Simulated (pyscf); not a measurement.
Four-centre exchange: `[SiH3][SH]` + `[FH]` → `[F][SiH2][SH]` + `[H][H]`

Gas phase, singlet surface, charge 0. Bonds broken: Si2–H4, F7–H8. Bonds formed: Si2–F7, H4–H8. Structures and frequencies: ωB97X-D3(BJ)/def2-SVP in PySCF.

Transition state (Å):

```xyz
8

S     -0.2990    -1.5283     0.7399
Si    -0.8908     0.3605    -0.0241
H      0.7512    -1.7074    -0.0825
H     -1.9419     0.5401    -1.3673
H     -2.1195     0.5428     0.8108
H     -0.0824     1.5830     0.1823
F      0.0566     0.0347    -1.6957
H     -1.1079     0.3114    -1.8232
```

One imaginary mode, 1175i cm⁻¹; descent along it reached the two sides named.

| bond | change | reactant side (Å) | saddle | product side |
|---|---|---|---|---|
| Si2–H4 | breaks | 1.496 | 1.715 | 4.0 |
| F7–H8 | breaks | 0.926 | 1.204 | 2.438 |
| Si2–F7 | forms | 3.1 | 1.949 | 1.630 |
| H4–H8 | forms | 2.242 | 0.978 | 0.760 |

Electronic energies relative to the separated reactants (kcal/mol):

```tsv
level	barrier	reaction energy	reverse barrier
ωB97X-D3(BJ)/def2-TZVP	27.9	-29.3	57.2
PBE/def2-TZVP	21.6	-28.4	50.0
r²SCAN/def2-TZVP	23.0	-31.1	54.1
B3LYP-D3(BJ)/def2-TZVP	27.2	-29.9	57.1
PBE0-D3(BJ)/def2-TZVP	25.7	-27.4	53.1
M06-2X/def2-TZVP	29.2	-31.2	60.4
ωB97M-D3(BJ)/def2-TZVP	27.4	-29.3	56.7
HF/def2-TZVP	47.2	-28.2	75.4
```

With ωB97M-D3(BJ)/def2-TZVP energies and thermal terms (ideal gas, 1 atm, RRHO with modes under 100 cm⁻¹ raised to 100, one conformer, R ln 2 for chiral ones without a mode under 150 cm⁻¹), in kcal/mol:

```tsv
T (K)	ΔH‡	ΔG‡	ΔH	ΔG
298	26.5	36.5	-31.4	-30.1
600	26.0	46.8	-30.9	-29.1
900	26.1	57.2	-30.5	-28.3
1200	26.5	67.5	-30.2	-27.6
```

This is the saddle that the search found; another between the same sides may lie lower.
